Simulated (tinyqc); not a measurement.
Extended Hueckel theory, for BH, step by step. One step of it, computed by the program tinyqc.

Problem. Mulliken analysis. P = C n C^T; charge = valence electrons (B 3, H 1) minus the sum of (P S)_ii on the atom; overlap population = 2 sum P_ij S_ij between two atoms.

coefficients:
```
             MO1        MO2        MO3       MO4        MO5
1B 2s   0.666589   0.618925   0.000000  0.000000  -0.631762
1B 2px  0.000000   0.000000  -0.214725  0.976675   0.000000
1B 2py  0.000000   0.000000   0.976675  0.214725   0.000000
1B 2pz  0.048026  -0.609989   0.000000  0.000000  -0.970169
2H 1s   0.516642  -0.457588   0.000000  0.000000   1.032399
```

occupations: 2.000000  2.000000  0.000000  0.000000  0.000000

overlap S:
```
           1B 2s    1B 2px    1B 2py    1B 2pz     2H 1s
1B 2s   1.000000  0.000000  0.000000  0.000000  0.383266
1B 2px  0.000000  1.000000  0.000000  0.000000  0.000000
1B 2py  0.000000  0.000000  1.000000  0.000000  0.000000
1B 2pz  0.000000  0.000000  0.000000  1.000000  0.452397
2H 1s   0.383266  0.000000  0.000000  0.452397  1.000000
```

Give: charges; Overlap populations.

Solution.

charges: 1B 0.2745, 2H -0.2745

Overlap populations:
```
pair     value
2-1   0.643784
```
